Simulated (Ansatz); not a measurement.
# 1T (CdI2-type) SnSe₂

Level of theory: PBE0 in Ansatz (PAW).

Settings: plane-wave cutoff 500 eV, 6×6×4 k mesh (along the axes of the cell as run), gaussian smearing 0.02 eV, scalar-relativistic PAW data made under PBE.

Cell: relaxed with r²SCAN: a = b = 3.8408 Å, c = 6.5258 Å, α = β = 90.00°, γ = 120.00°.

```yaml
band_gap: 2.05 eV (on the SCF k mesh)
```

Measured, for comparison: band gap 0.98 eV (temperature not stated, no zero-point or thermal correction, indirect, our sources range from 0.98 to 1.06; as tabulated in Gonzalez and Oleynik (2016), arXiv:1609.04381).

Note: the cell comes from a level without a dispersion term, which matters for the spacing of layers, chains or molecules; cell and atoms aren't relaxed at this level (largest force component 0.22 eV/Å, pressure -0.9 GPa); the cell has widely spaced layers and the level no dispersion term, so their spacing and the moduli can rest on weak binding.

Spin–orbit coupling is not included.

Computed values are for the static lattice.

Ansatz is a first-principles code.
